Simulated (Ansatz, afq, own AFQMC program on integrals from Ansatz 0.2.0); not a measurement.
**Where AFQMC and coupled cluster stand for CHAlB, quartet**

```xyz
4

Al    0.0000    0.0162    0.9194
C     0.0000    0.5650   -0.8751
B     0.0000   -0.8104   -1.1945
H     0.0000    1.5259   -1.3725
```

Connectivity, by distances: Al–CH–B, closed to a ring.

Basis cc-pVDZ. Only valence electrons are correlated. AFQMC by an in-house program on the Cholesky factors that Ansatz 0.2.0 writes for its CCSD(T) run. ph-AFQMC/CISD is guided by a CISD state made of CCSD amplitudes; releasing the constraint for a short imaginary time cuts its bias at the price of noise, slowly where states lie close. Free projection: walkers drawn from exp(T), propagated without any constraint. Its projection time is finite, and what remains of the start isn't in its error. ± is one standard error of the sampling.

Determinant: UHF, the one that the program's search chose, which needn't be the lowest solution. The geometry is a point of a scan.

No full CI on the walks' own integrals is used here; CCSDT(Q) serves as the reference and is uncertain by about the last step of the cluster series.

Cautions: lower spins were not checked; unrestricted determinant slightly spin contaminated (⟨S²⟩ 3.83 against 3.75).

- T1 diagnostic: 0.0344
- weight of the determinant in the CISD state: 0.846
- ⟨S²⟩ of the determinant: 3.827
- size of the correlated space: 11 electrons in 44 orbitals

Reference: CCSDT(Q), correlation energy -7.077 eV. The released energy is read at 2.40 1/Eh (meV from the phaseless value at times in 1/Eh: -13 ± 17 at 0.24, -26 ± 17 at 0.51, -23 ± 20 at 0.99, -92 ± 22 at 1.62, -73 ± 26 at 2.40).

```tsv
level	E − E(reference) (kJ/mol)	share of correlation (%)
HF	682.8	0.00
MP2	103.9	84.79
CCSD	42.6	93.76
CCSD(T)	7.5	98.90
CCSDT	3.5	99.49
ph-AFQMC/CISD	2.5 ± 1.5	99.63
released AFQMC	-4.5 ± 2.5	100.66
free AFQMC	2.6 ± 1.8	99.63
```

Free projections are given only where their last times agree within the noise and don't stop above the reference; a slow remainder of the start can still hide under it. A walk keeps the symmetry of its determinant, which the program's search chose and which needn't be the lowest solution, so a lower state of the same spin and another symmetry isn't excluded. Released energies are given only where the last usable release times agree within the noise; a slower fall can still hide under it.
